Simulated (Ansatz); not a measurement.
Elastic constant C11 (GPa) of solids drawn from the class of silicides and borides, at two levels: PBE (Ansatz, a quantum-chemistry and plane-wave program, PAW), and r²SCAN in Ansatz (plane waves, PAW).

| solid | PBE | r²SCAN |
|---|---|---|
| CaB6-type LaB6 | 472 | 493 |
| AlB2-type HfB2 | 595 | ? |
| AlB2-type ZrB2 | 562 | 578 |
| AlB2-type MgB2 | 427 | 454 |
| AlB2-type TiB2 | 650 | 678 |
| A15 Mo3Si | 466 | 498 |

Estimate the withheld r²SCAN value from the other rows.

One way: carry over the typical ratio. The ratios r²SCAN / PBE of the other rows, in order: 1.028, 1.043, 1.044, 1.063, 1.069; median 1.044. AlB2-type HfB2: 595 × 1.044 = 621 GPa; the run gives 621 GPa. The ratios spread from 1.028 to 1.069, so such an estimate is rough.

Of 6 rows, r²SCAN is the larger in 6 and the smaller in 0.

Ansatz's runs of these crystals have no spin polarisation.

Spin–orbit coupling is left out, also for the solids with elements from indium on (CaB6-type LaB6, AlB2-type HfB2); its size isn't shown.

Each level is taken at its own relaxed cell. Ansatz's density-functional and Hartree–Fock values are scalar-relativistic unless marked +SOC, with PAW data made under PBE.
